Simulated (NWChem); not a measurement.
# Cl, doublet

All runs: NWChem. Spin-unrestricted. The open p shell is one determinant without spherical averaging. No stability test was run on the SCF state.

For level PBE0/cc-pVDZ:

```yaml
lowest empty minus highest occupied level, either spin (eV): 3.20
```

Question: How do the values read with level PBE0/cc-pVTZ instead?

Answer: 
| Item | Result |
|---|---|
| lowest empty minus highest occupied level, either spin (eV) | 3.33 |
